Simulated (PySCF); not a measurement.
# Static response to an electric field

Compound: C4H9N.
Structure used (PBE0-D3(BJ)/def2-SVP), in Å, numbered top down from 1:
```xyz
14
C4H9N angstrom
C      2.118   -0.040    0.210
C      0.837   -0.259    0.499
C     -0.326    0.044   -0.404
C     -1.135    1.223    0.148
N     -1.108   -1.169   -0.601
H      2.421    0.370   -0.759
H      2.914   -0.264    0.926
H      0.572   -0.673    1.482
H      0.081    0.335   -1.388
H     -1.987    1.451   -0.513
H     -0.520    2.132    0.240
H     -1.537    0.985    1.146
H     -1.492   -1.479    0.292
H     -1.913   -0.969   -1.194
```

Level: B3LYP/def2-SVPD (PySCF), static field, nuclei fixed, core orbitals frozen in the response. The polarisability tensor in these axes (au):

```
x   74.82  0.54  0.52
y    0.54 55.59 -0.51
z    0.52 -0.51 53.92
```

Q: Diagonalise the tensor; give its mean and Δα, where Δα² is half the sum of the squared differences of the eigenvalues.

A: Principal values 53.76, 55.73 and 74.85 au; mean 61.44 au = 9.11 Å³ = 10.13 × 10⁻⁴⁰ C²·m²/J; Δα = 20.18 au (33 % of the mean).

Q: What is the dipole moment, and where does it point?

A: (-0.98, 0.97, 0.43) D, 1.45 D in size, pointing from the negative to the positive side. Measured along this direction, the outermost atoms are H7 at the negative end and H10 at the positive end.

Q: Rayleigh depolarisation ratio (linearly polarised light, static tensor)?

A: ρ = 3Δα²/(45ᾱ² + 4Δα²) = 1221.4/(169893 + 1628.6) = 0.00712.

Q: What would n − 1 = 2πNα be for an ideal gas of these molecules at 298.15 K and 1 atm, electronic part alone?

A: N = p/kT = 2.4615 × 10¹⁹ cm⁻³, so n − 1 = 2π × N × 9.11 × 10⁻²⁴ cm³ = 1408 × 10⁻⁶ at long wavelengths.

Q: Traceless (Buckingham) quadrupole moment about the centre of nuclear charge: eigenvalues?

A: -8.22, 3.62, 4.60 D·Å. The values depend on the origin, since the dipole doesn't vanish. The electronic extent ⟨r²⟩ about the same centre is 502 bohr², a root-mean-square distance of 1.87 Å for the 40 electrons.

Isolated species at its PBE0-D3(BJ)/def2-SVP geometry (one conformer only).
